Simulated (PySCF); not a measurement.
## Cost of excited-state runs on `InChI=1S/CO/c1-2`

Cartesian coordinates in Å; atom numbers follow the order of the lines, from 1:
```xyz
2

C     0.568   -0.004   -0.011
O    -0.570    0.003   -0.020
```

PySCF with density fitting, on 1 thread of an Arm Neoverse V1, shared host. Command: `OMP_NUM_THREADS=1 python excited_run.py task.json out`

How long does each of these runs take, and how much memory?
- excited-state relaxation, B3LYP/6-31+G*; state T1; TDA; grid level 1
- excited-state relaxation, B3LYP/6-31+G*; state S1; TDDFT; with frequencies; grid level 1; writes grids
- excited-state relaxation, B3LYP/6-31+G*; state T1; UKS; with frequencies; grid level 1


| run | level | basis functions | wall time | peak memory (GiB) |
| --- | --- | --- | --- | --- |
| excited-state relaxation | B3LYP/6-31+G* | 36 | 2.2 s | 0.27 |
| excited-state relaxation | B3LYP/6-31+G* | 36 | 11 s | 0.25 |
| excited-state relaxation | B3LYP/6-31+G* | 36 | 4.8 s | 0.25 |

Times from a shared host are rough.
